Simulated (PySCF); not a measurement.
## How methods differ on the electron affinity of Si

Si⁻ [Ne] 3s2 3p3 (4S) → Si [Ne] 3s2 3p2 (3P), as a difference of total energies. All numbers are calculated (PySCF 2.14, scalar relativity by spin-free X2C-1e, in aug-cc-pVTZ-DK (6s5p3d2f, 50 functions)). Correlated levels: valence: [Ne] frozen. The calculations carry no spin-orbit coupling.

```csv
method,electron affinity (eV),plus first-order spin-orbit estimate,error of that sum (eV)
UHF,0.847,0.831,-0.559
LDA,1.590,1.574,+0.184
PBE,1.488,1.472,+0.082
PBE0,1.454,1.438,+0.048
r2SCAN,1.527,1.511,+0.121
wB97M-V,1.289,1.273,-0.117
B97-3,1.289,1.273,-0.117
wB97X,1.226,1.210,-0.180
LC-wPBE,1.426,1.410,+0.020
MP2 (valence),1.381,1.365,-0.025
SCS-MP2 (valence),1.200,1.184,-0.206
```

Reference: 1.390 eV (measured; photodetachment measurements, as compiled on the Wikipedia data page of electron affinities).

A first-order spin-orbit estimate (lowest level to lowest level, LS coupling) adds -0.016 eV.

Errors of the correlated levels include the incompleteness of this basis and the frozen core.

In the anion the highest occupied orbital energy is positive at LDA, PBE, PBE0, r2SCAN, B97-3, a self-interaction effect; the basis confines that electron, and the energy difference can still be sensible.
